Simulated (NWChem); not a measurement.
Correlation energy of Cl (+1)

```
Cl
```
Charge +1, spin multiplicity 3.

All runs are NWChem calculations.

Basis set: cc-pVTZ. Each correlation energy counts from its own Hartree-Fock reference.

The correlated methods keep 5 core orbitals frozen. No SCF solution was tested for a lower state. Open-shell Hartree-Fock references start from PBE0 orbitals. No row is a measurement; the coupled-cluster row has its own basis-set and correlation limits.

Q: Order these methods by the correlation energy they give, lowest first: CCSD[T] on UHF, CCSD on ROHF, CCSDT on ROHF, SCS-UMP2, CCSD on UHF.

A: CCSDT on ROHF (-159.0 mHa), CCSD on ROHF (-153.9 mHa), CCSD[T] on UHF (-152.1 mHa), CCSD on UHF (-147.8 mHa), SCS-UMP2 (-123.6 mHa)
